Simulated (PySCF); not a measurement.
Isomers of C4H5N, one GFN2-xTB conformer each. Single-point energies are computed at PBE0/pcSseg-1 (PySCF, gas phase, no added dispersion term), electronic only.

Question: Rank them by PBE0/pcSseg-1 energy, lowest first (kcal/mol).
A. `[CH:1]#[C:2][CH2:3][N:4]=[CH2:5]` with C2–C3–N4–C5 1°
B. `C=C(C)C#N` (methacrylonitrile)

Answer: B (0.0), A (44.9).

As drawn, the lower has a C≡N group and a C=C bond outside aromatic rings, which the higher lacks; the higher has a C≡C bond and a C=N bond, which the lower lacks. GFN2-xTB itself gives, in the same order: 0.0, 26.6. Both levels put the same isomer lowest.

Q: Which frontier levels, dipoles and rotational constants go with these structures?

A: 
```json
{"SMILES": "C=C(C)C#N", "HOMO (eV, PBE0/pcSseg-1)": "-8.10", "LUMO (eV)": "-1.35", "dipole (D)": "3.98", "A, B, C (MHz)": "9380, 4272, 2989"}
{"SMILES": "C#CCN=C", "HOMO (eV, PBE0/pcSseg-1)": "-7.44", "LUMO (eV)": "-0.22", "dipole (D)": "1.20", "A, B, C (MHz)": "12364, 3801, 2961"}
```
